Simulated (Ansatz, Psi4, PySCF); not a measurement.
Reaction (SMILES): COC(C)C -> CC(C)[O] + [CH3] (CH3) (the C-O bond breaks)

Property: bond dissociation energy (electronic), in kcal/mol. Terms: UHF or UKS for open shells; no dispersion term unless named; non-relativistic; 6-31G* and kin with 6d, 5d where marked; 6-311+G** with 5d; LANL2DZ all-electron up to Ne; frozen cores in correlated levels; no spin-orbit coupling. CBS(X,Y): correlation extrapolated as X^-3; Hartree-Fock from the larger set. [CCSD(T)-MP2]/basis is that difference in the basis named. Ab initio and DFT rows: single points at B3LYP-D3(BJ) geometries (Ansatz, a first-principles code).

Coupled cluster (Ansatz) is a level with limits of its own, used here on species with T1 under 0.025 (0.045 for open shells) and stable references: RI-MP2/CBS(cc-pVTZ,cc-pVQZ)+[CCSD(T)-MP2]/cc-pVDZ.

Value to compare with, RI-MP2/CBS(cc-pVTZ,cc-pVQZ)+[CCSD(T)-MP2]/cc-pVDZ (Ansatz): 92.6 kcal/mol.

```json
[
 {"level": "HF/STO-3G", "program": "Ansatz", "bond dissociation energy (electronic) (kcal/mol)": "62.1", "difference": "-30.5"},
 {"level": "HF/3-21G", "program": "Ansatz", "bond dissociation energy (electronic) (kcal/mol)": "50.8", "difference": "-41.8"},
 {"level": "HF/LANL2DZ", "program": "Ansatz", "bond dissociation energy (electronic) (kcal/mol)": "42.5", "difference": "-50.1"},
 {"level": "PBE/6-31G*", "program": "Ansatz", "bond dissociation energy (electronic) (kcal/mol)": "88.7", "difference": "-3.9"},
 {"level": "BP86/6-31G* (5d)", "program": "PySCF", "bond dissociation energy (electronic) (kcal/mol)": "86.8", "difference": "-5.8"},
 {"level": "B3LYP/LANL2DZ", "program": "Ansatz", "bond dissociation energy (electronic) (kcal/mol)": "74.7", "difference": "-17.9"},
 {"level": "B3LYP/6-31G*", "program": "Ansatz", "bond dissociation energy (electronic) (kcal/mol)": "83.9", "difference": "-8.7"},
 {"level": "B3LYP/def2-SVP", "program": "Ansatz", "bond dissociation energy (electronic) (kcal/mol)": "84.8", "difference": "-7.8"},
 {"level": "B3LYP/6-311+G**", "program": "Ansatz", "bond dissociation energy (electronic) (kcal/mol)": "80.0", "difference": "-12.6"},
 {"level": "M06-2X/6-311+G**", "program": "PySCF", "bond dissociation energy (electronic) (kcal/mol)": "89.8", "difference": "-2.8"},
 {"level": "wB97X-D/6-31G*", "program": "Psi4", "bond dissociation energy (electronic) (kcal/mol)": "89.4", "difference": "-3.2"},
 {"level": "wB97X-D/6-311+G**", "program": "Psi4", "bond dissociation energy (electronic) (kcal/mol)": "86.5", "difference": "-6.1"},
 {"level": "MP2/STO-3G", "program": "Ansatz", "bond dissociation energy (electronic) (kcal/mol)": "84.8", "difference": "-7.8"},
 {"level": "B3PW91/6-31G* (5d)", "program": "PySCF", "bond dissociation energy (electronic) (kcal/mol)": "84.6", "difference": "-8.0"},
 {"level": "PBE0/def2-TZVPD", "program": "Ansatz", "bond dissociation energy (electronic) (kcal/mol)": "84.2", "difference": "-8.4"}
]
```

Among the 14 habitual levels, HF/LANL2DZ lies farthest from RI-MP2/CBS(cc-pVTZ,cc-pVQZ)+[CCSD(T)-MP2]/cc-pVDZ (Ansatz) (-50.1 kcal/mol); 0 of 14 lie above it, and their mean absolute difference is 14.8 kcal/mol, the median 7.9. One case shows no general order.

The levels are drawn from those run, B3LYP/6-31G* more often than the rest, none by its result; runs whose electronic state is in doubt are left out.
